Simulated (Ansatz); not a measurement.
**One shape, several levels: [O2]− (superoxide)**

We compute a comparison of 6 runs (UHF/STO-3G, U-revPBE/STO-3G, UBHLYP/STO-3G, UCAM-B3LYP/STO-3G, UHSE06/STO-3G, UCCSDTQ/STO-3G) of [O2]− (superoxide). 

Program for the calculation: Ansatz 0.2.0.

17 further runs of the same task are left out: 13 that didn't finish, 4 set aside as unsound or not needed.

## 1. The system as given

[O2]−: 2 atoms, total charge -1, spin state doublet. SMILES: `[O][O-]`. The O2–O1 distance was set to 1.677 Å, away from the relaxed value.

Bond lengths: O1–O2 1.677 Å.

## 2. The energy at UHF/STO-3G (run 1)

Contents of molecule.yaml:

```yaml
crystal:
  periodic: [false, false, false]
  atoms:
    - symbol: O
      position_ang: [0.000000, 0.000000, -0.335320]
    - symbol: O
      position_ang: [0.000000, 0.000000, 1.341480]
basis:
  gaussian: {orbitals: STO-3G}
total_charge: -1
magnetization: {spin_polarized: true, initial_magnetization: 1}
hamiltonian: {xc: hf}
accuracy: high
```

Launch:

```
$ ansatz run molecule.yaml --threads 1 --pin off --max-ram 2610MiB --events-out events.jsonl --progress --plain --runs-dir runs
```

What it wrote:

```text
Warning: RAYON_NUM_THREADS=1 ignored (pool sized by the plan → 1); use --threads N
Functional definition: HF
  name "HF"
  exchange = exact_x
  correlation = 0
149 factors; integrals over basis functions are off by at most 4.4e-8 eV
mean field evaluation 1: about -4007.0185 eV, gradient 1.3e0 eV
mean field evaluation 2: about -4007.0625 eV, gradient 1.4e0 eV
mean field evaluation 4: about -4007.0699 eV, gradient 5.5e-4 eV
mean field evaluation 8: about -4007.0697 eV, gradient 9.9e-2 eV
mean field evaluation 16: about -4007.6260 eV, gradient 3.3e0 eV
mean field evaluation 32: about -4008.9849 eV, gradient 2.0e-8 eV
mean field evaluation 64: about -4007.3844 eV, gradient 3.5e0 eV
mean field evaluation 96: about -4004.3497 eV, gradient 1.9e1 eV
mean field evaluation 128: about -4007.0699 eV, gradient 4.4e-6 eV
mean field evaluation 160: about -4008.9849 eV, gradient 1.9e-8 eV
mean field -4008.98487312 eV, -147.3274766996 hartree, gradient 1.9e-8 eV, S^2 0.981369; 10 other end points of the search recorded, 0 dependent functions left out
reference -4008.98487312 eV, -147.3274766996 hartree; 9, 8 occupied and 1, 2 virtual orbitals, 149 factors
Total energy: -4008.98487312 eV, -147.3274766996 hartree
```

Run time: 0.16 s. Hardware: 1 thread of Arm Neoverse V1, shared host.

## 3. A single-point energy at U-revPBE/STO-3G (run 2)

Contents of job.yaml:

```yaml
crystal:
  periodic: [false, false, false]
  atoms:
    - symbol: O
      position_ang: [0.000000, 0.000000, -0.335320]
    - symbol: O
      position_ang: [0.000000, 0.000000, 1.341480]
basis:
  gaussian:
    orbitals: STO-3G
total_charge: -1
hamiltonian:
  xc: {name: revPBE}
magnetization:
  spin_polarized: true
  initial_magnetization: 1
accuracy: high
```

Launch:

```
$ ansatz run job.yaml --threads 1 --pin off --max-ram 2610MiB --events-out events.jsonl --progress --plain --runs-dir runs
```

What it wrote:

```text
Warning: RAYON_NUM_THREADS=1 ignored (pool sized by the plan → 1); use --threads N
Functional definition: revPBE
  name "revPBE"
  parameter kappa = 1.245
  parameter beta = 0.06672455060314922
  exchange = pbe_x(kappa = kappa, mu = beta*pi^2/3)
  correlation = pbe_c(beta = beta)
149 factors; integrals over basis functions are off by at most 4.4e-8 eV
mean field evaluation 1: about -4026.4970 eV, gradient 3.3e0 eV
mean field evaluation 2: about -4026.5801 eV, gradient 1.2e0 eV
mean field evaluation 4: about -4026.5528 eV, gradient 1.3e-1 eV
mean field evaluation 8: about -4026.5529 eV, gradient 5.9e-4 eV
mean field evaluation 16: about -4026.5529 eV, gradient 4.8e-9 eV
mean field -4026.55294412 eV, -147.9730914008 hartree, gradient 4.8e-9 eV, S^2 0.750044; 1 other end points of the search recorded, 0 dependent functions left out
reference -4026.55294492 eV, -147.9730914301 hartree; 9, 8 occupied and 1, 2 virtual orbitals, 149 factors
Total energy: -4026.55294492 eV, -147.9730914301 hartree
```

It took 0.64 s on 1 thread of Arm Neoverse V1, shared host.

## 4. A single-point energy at UBHLYP/STO-3G (run 3)

Contents of job.yaml:

```yaml
crystal:
  periodic: [false, false, false]
  atoms:
    - {symbol: O, position_ang: [0.000000, 0.000000, -0.335320]}
    - {symbol: O, position_ang: [0.000000, 0.000000, 1.341480]}
basis:
  gaussian:
    orbitals: STO-3G
accuracy: high
total_charge: -1
hamiltonian:
  xc: {name: BHLYP}
magnetization:
  spin_polarized: true
  initial_magnetization: 1
```

Launch:

```
$ ansatz run job.yaml --threads 1 --pin off --max-ram 2610MiB --events-out events.jsonl --progress --plain --runs-dir runs
```

What it wrote:

```text
Warning: RAYON_NUM_THREADS=1 ignored (pool sized by the plan → 1); use --threads N
Functional definition: BHLYP
  name "BHLYP"
  parameter a = 0.5
  exchange = (1 - a)*b88_x + a*exact_x
  correlation = lyp_c
149 factors; integrals over basis functions are off by at most 4.4e-8 eV
mean field evaluation 1: about -4024.7906 eV, gradient 2.1e0 eV
mean field evaluation 2: about -4024.8211 eV, gradient 1.4e-1 eV
mean field evaluation 4: about -4024.8242 eV, gradient 2.3e-1 eV
mean field evaluation 8: about -4024.8247 eV, gradient 4.3e-4 eV
mean field evaluation 16: about -4024.8450 eV, gradient 1.7e-1 eV
mean field evaluation 32: about -4024.8212 eV, gradient 1.1e-2 eV
mean field -4025.00086238 eV, -147.9160534488 hartree, gradient 2.5e-8 eV, S^2 0.786461; 5 other end points of the search recorded, 0 dependent functions left out
reference -4025.00087185 eV, -147.9160537969 hartree; 9, 8 occupied and 1, 2 virtual orbitals, 149 factors
Total energy: -4025.00087185 eV, -147.9160537969 hartree
```

Run time: 1.3 s. Hardware: 1 thread of Arm Neoverse V1, shared host.

Runs 4 to 5 aren't shown in full; the table further down has their settings and results.

## 5. A single-point energy at UCCSDTQ/STO-3G (run 6)

Contents of molecule.yaml:

```yaml
crystal:
  periodic: [false, false, false]
  atoms:
    - {symbol: O, position_ang: [0.000000, 0.000000, -0.335320]}
    - {symbol: O, position_ang: [0.000000, 0.000000, 1.341480]}
basis:
  gaussian:
    orbitals: STO-3G
total_charge: -1
magnetization:
  spin_polarized: true
  initial_magnetization: 1
correlation:
  method: ccsdtq
  frozen_orbitals: {O: 1}
accuracy: high
scf:
  omitted_lower_state_checks: [cluster_reference, increment]
```

Launch:

```
$ ansatz run molecule.yaml --threads 1 --pin off --max-ram 2610MiB --events-out events.jsonl --progress --plain --runs-dir runs
```

What it wrote:

```text
Warning: RAYON_NUM_THREADS=1 ignored (pool sized by the plan → 1); use --threads N
[... 17 lines left out ...]
2 core orbitals not correlated: weight in the atoms' cores, before any rotation towards them, 1.000 or more for the frozen orbitals, at most 0.000 for the correlated occupied ones
[... 37 lines left out ...]
Total energy: -4011.19187856 eV, -147.4085826534 hartree
Checks for a lower state left out: cluster_reference, increment
```

It took 2.8 s on 1 thread of Arm Neoverse V1, shared host.

## 6. Overview of the runs

| run | level | frozen core orbitals | energy (Eh) | ⟨S²⟩ | wall time |
| --- | --- | --- | --- | --- | --- |
| 1 | UHF/STO-3G | – | -147.327477 | 0.981 | 0.16 s |
| 2 | U-revPBE/STO-3G | – | -147.973091 | 0.750 | 0.64 s |
| 3 | UBHLYP/STO-3G | – | -147.916054 | 0.786 | 1.3 s |
| 4 | UCAM-B3LYP/STO-3G | – | -147.914808 | 0.750 | 0.76 s |
| 5 | UHSE06/STO-3G | – | -147.842107 | 0.750 | 0.84 s |
| 6 | UCCSDTQ/STO-3G | 2 | -147.408583 | 0.981 | 2.8 s |

## 7. What came out

```
                                          quantity          value
                               run 6: total energy  -147.40858 Eh
run 6: correlation energy (2 core orbitals frozen)      -81.1 mEh
          run 6: ⟨S²⟩ of the reference determinant          0.981
                              run 6: T1 diagnostic          0.127
```

Totals of different functionals can't be ranked against each other. In runs 1, 2, 3, 4, 5, 6 the basis is minimal, so the values are rough. Spin contamination of the reference: run 1 ⟨S²⟩ = 0.98, run 6 ⟨S²⟩ = 0.98. All runs together took 6.5 s, the longest 2.8 s.
